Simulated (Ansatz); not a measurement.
## CCl4, singlet in 6-31G*: errors against RCCSDT(Q)

Geometry: MP2(full)/6-31G*, from the G2/97 set.

```xyz
5

C     0.0000    0.0000    0.0000
Cl    1.0213    1.0213    1.0213
Cl   -1.0213   -1.0213    1.0213
Cl   -1.0213    1.0213   -1.0213
Cl    1.0213   -1.0213   -1.0213
```

Basis 6-31G* (Cartesian d functions); Ansatz 0.2.0. Only valence electrons are correlated (noble-gas cores frozen), which leaves 32 electrons in 70 orbitals. Prefix R: restricted or restricted open-shell reference. Active spaces: frontier = (8e, 8o) about the gap.

Full CI isn't at hand for all of this; RCCSDT(Q) serves as the reference, and is uncertain by about the last step of the cluster series.

```
UHF ⟨S²⟩                          : 0.000
T1 diagnostic (RCCSD)             : 0.0090
largest doubles amplitude (RCCSD) : 0.040
```

Q: From what is known of these methods and the diagnostics, rank them by the size of their error in total energy against RCCSDT(Q) in 6-31G*, smallest first (an estimate: the text doesn't fix the numbers).
A. CASSCF (frontier space)
B. RCCSDT
C. NEVPT2 (frontier space)
D. RHF
E. RMP2

A: B (1.42 mEh), E (69.46 mEh), C (83.80 mEh), A (632.17 mEh), D (731.79 mEh).

All errors are against RCCSDT(Q) in 6-31G*. Within each family the higher level lies nearer, as is usual though not guaranteed.

Atomization energy (electronic, same basis, no zero-point term; atoms at the same level, unrestricted beside the R rows where the molecule is a closed shell, with restricted open-shell steps beyond CCSDT(Q)) at RCCSDT(Q): 1156.1 kJ/mol. Errors of other levels:

```
   level  error (kJ/mol)
     RHF          -441.7
    RMP2            63.3
    CISD          -321.5
   RCCSD           -42.9
RCCSD(T)            -1.7
 BCCD(T)            -0.7
  RCCSDT            -2.9
```

This basis is far from its limit, so the value isn't to be set against a measured one. Truncated CI isn't size-consistent, which counts against it in atomization.
